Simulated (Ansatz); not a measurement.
## Basis-set limit of CH4Si, triplet

```
atom    x (Å)    y (Å)    z (Å)
   C  -1.8581   0.0000   0.0000
   H  -2.2213   1.0273   0.0000
   H  -2.2213  -0.5137   0.8897
   H  -2.2213  -0.5137  -0.8897
   H  -0.3921   0.0000   0.0000
  Si   1.0479   0.0000   0.0000
```

Connectivity, by distances: CH3 ··· SiH.

Ansatz 0.2.0, UHF determinant, valence electrons correlated. Energies in eV.

```
       set  X  functions  Hartree–Fock  MP2 correlation  CCSD(T) correlation                                                                                                 time
def2-TZVPP  3        129    -8951.8991          -7.3315              -8.7876  7 s on 1 × NVIDIA H100 80GB HBM3 with 1 thread of AMD EPYC 7R13 Processor (Zen 3), on a shared host
def2-QZVPP  4        247    -8952.1821          -7.7865              -9.1611     23 s on 1 × NVIDIA H100 80GB HBM3 with 1 thread of AMD EPYC 7R13 Processor (Zen 3) (shared host)
```

Hartree–Fock is taken to follow E(X) = E∞ + A·exp(−7.88·√X), correlation E(X) = E∞ + B·X^−2.97.

Cautions: lower spins were not checked; ⟨S²⟩ of the determinant is 2.17 against 2.00, spin contaminated.

**Question.** Work out the CCSD(T) energy at the limit, and how far the shortcut misses it that extrapolates MP2 and adds CCSD(T) minus MP2 from the smaller set.

**Answer.** Hartree–Fock: E∞ = E4 + 0.1377·(E4 − E3) = -8952.2210. Correlation: E∞ = E4 + 0.7407·(E4 − E3) = -9.4378 for CCSD(T) and -8.1236 for MP2. The limit is -8961.6589 eV, 0.316 eV below def2-QZVPP. The shortcut gives a correlation energy of -8.1236 + (-1.4561) = -9.5797, 142 meV lower than the direct value.

Past Ne part of the Hartree–Fock step between the two sets comes from the cores, which don't follow the formula, so the 39 meV that it adds to the total can overshoot; that part largely cancels in differences.
